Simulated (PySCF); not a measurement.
# The first ionisation energy along the second row

Calculated with PySCF 2.14 from differences of total energies of unrestricted determinants, without spin-orbit coupling. Values in eV. The last column holds reference values (NIST; (s) semi-empirical, (t) theoretical, else measured). Unmarked ones compare directly (S terms, centres of terms, or small fine structure); those marked * lie between the lowest fine-structure levels and include a spin-orbit shift.

| element | configurations | UHF | LDA | PBE | SCS-MP2 (valence and next inner shell) | CCSD (valence and next inner shell) | CCSD (valence) | reference |
| --- | --- | --- | --- | --- | --- | --- | --- | --- |
| Li (aug-cc-pCVDZ, non-relativistic) | [He] 2s1 → 1s2 | 5.342 | 5.463 | 5.583 | 5.354 | 5.357 | n/a | 5.392 |
| Be (aug-cc-pCVDZ, non-relativistic) | [He] 2s2 → [He] 2s1 | 8.048 | 9.023 | 8.998 | 8.917 | 9.266 | 9.268 | 9.323 |
| B (aug-cc-pwCVDZ, non-relativistic) | [He] 2s2 2p1 → [He] 2s2 | 8.021 | 8.621 | 8.650 | 8.107 | 8.073 | 8.057 | 8.297 |
| C (aug-cc-pwCVDZ, non-relativistic) | [He] 2s2 2p2 → [He] 2s2 2p1 | 10.804 | 11.685 | 11.539 | 11.028 | 11.060 | 11.046 | 11.262 |
| N (aug-cc-pwCVDZ, non-relativistic) | [He] 2s2 2p3 → [He] 2s2 2p2 | 13.921 | 15.014 | 14.741 | 14.257 | 14.356 | 14.343 | 14.545 |
| O (aug-cc-pwCVDZ, non-relativistic) | [He] 2s2 2p4 → [He] 2s2 2p3 | 12.049 | 14.012 | 14.052 | 13.137 | 13.130 | 13.120 | 13.608 |
| F (aug-cc-pwCVDZ, non-relativistic) | [He] 2s2 2p5 → [He] 2s2 2p4 | 15.760 | 18.013 | 17.704 | 17.134 | 17.092 | 17.083 | 17.427 |
| Ne (aug-cc-pwCVDZ, non-relativistic) | [Ne] → [He] 2s2 2p5 | 19.845 | 22.288 | 21.759 | 21.478 | 21.395 | 21.385 | 21.597 |

**Question.** Which of these methods has the smallest mean absolute error against the measured values here?

**Answer.** CCSD (valence and next inner shell), with 0.215 eV.

| method | elements | mean error (eV) | mean absolute error (eV) | largest error (eV) |
| --- | --- | --- | --- | --- |
| UHF | 8 | -0.957 | 0.957 | -1.751 |
| LDA | 8 | 0.334 | 0.408 | 0.692 |
| PBE | 8 | 0.197 | 0.278 | 0.444 |
| SCS-MP2 (valence and next inner shell) | 8 | -0.255 | 0.255 | -0.472 |
| CCSD (valence and next inner shell) | 8 | -0.215 | 0.215 | -0.478 |
| CCSD (valence) | 7 | -0.251 | 0.251 | -0.488 |

Errors include the incompleteness of the basis and the frozen core.

"Valence" correlates the outer s and p shells and, in groups 3 to 12 and the f block, the outer d or f shell, open or full, or the next shell where the ion has no valence electron left; the wider scheme adds the next inner shell.
